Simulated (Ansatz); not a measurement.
**AlSi₂H₅ (SMILES [AlH]1[SiH2][SiH2]1): one structure at several levels**

One table from this session's results is given with a row withheld; the runs are named, their logs left out.

Computed with Ansatz 0.2.0, Gaussian basis. Level: single points in def2-TZVPP.

Correlated methods freeze the cores.

## Where the work starts

SMILES `[AlH]1[SiH2][SiH2]1`, 8 atoms, charge 0, spin multiplicity 1.

Atoms are counted from 1 here; the program's logs count them from 0.

Bond lengths: Al1–Si2 2.429 Å, Al1–Si3 2.395 Å, Al1–H4 1.705 Å, Si2–H5 1.271 Å, Si2–H6 1.688 Å, Si3–H7 1.501 Å, Si3–H8 1.626 Å. Angles: Si2–Al1–Si3 65.8°, Si2–Al1–H4 147.7°, Si3–Al1–H4 140.8°, Al1–Si2–H5 152.3°, Al1–Si2–H6 93.9°, H5–Si2–H6 92.6°, Al1–Si3–H7 108.3°, Al1–Si3–H8 146.4°, H7–Si3–H8 93.2°.

Coordinates:

```csv
atom,x (Å),y (Å),z (Å)
Al1,-1.3474,0.0152,-0.8386
Si2,0.5270,1.2849,0.0407
Si3,0.2794,-1.3087,0.3172
H4,-2.5642,-0.1249,-2.0247
H5,1.3155,2.2816,0.0301
H6,-0.3516,1.8964,1.3456
H7,1.2447,-1.8558,-0.6933
H8,0.5398,-2.5283,1.3608
```

The first run:

Contents of run/in.yaml:

```yaml
crystal:
  periodic: [false, false, false]
  atoms:
    - {symbol: Al, position_ang: [-1.347400, 0.015200, -0.838600]}
    - {symbol: Si, position_ang: [0.527000, 1.284900, 0.040700]}
    - {symbol: Si, position_ang: [0.279400, -1.308700, 0.317200]}
    - {symbol: H, position_ang: [-2.564200, -0.124900, -2.024700]}
    - {symbol: H, position_ang: [1.315500, 2.281600, 0.030100]}
    - {symbol: H, position_ang: [-0.351600, 1.896400, 1.345600]}
    - {symbol: H, position_ang: [1.244700, -1.855800, -0.693300]}
    - {symbol: H, position_ang: [0.539800, -2.528300, 1.360800]}
basis:
  gaussian: {orbitals: def2-TZVPP}
correlation: {method: ccsd_t}
output: {forces: true}
```

No record of the launch command was kept for these runs.

Steps of the session up to this table: CCSD(T)/def2-TZVPP; PBE0-D4/def2-TZVPP; wB97M-V/def2-TZVPP; r2SCAN-D4/def2-TZVPP; PBE-D4/def2-TZVPP; r2SCAN0-D4/def2-TZVPP; SPW92/def2-TZVPP.

One table of the session follows, with a row left open; its other results are not shown here.

| method | RMS force component (eV/Å) | angle to CCSD(T) forces (°) | dipole (D) |
| --- | --- | --- | --- |
| CCSD(T) | 2.185 | reference | 1.05 |
| PBE0-D4 | 2.191 | 2.5 | 0.96 |
| wB97M-V | 2.182 | 1.8 | 1.04 |
| r2SCAN-D4 | 2.183 | 2.8 | 0.94 |
| PBE-D4 | ? | ? | ? |
| r2SCAN0-D4 | 2.206 | 2.2 | 0.99 |
| SPW92 | 2.192 | 6.7 | 0.90 |

Q: Estimate the row for PBE-D4 from the others.

**Answer.** RMS force component (eV/Å): 2.152; angle to CCSD(T) forces (°): 4.8; dipole (D): 0.89. In the column «RMS force component (eV/Å)» it is the lowest.
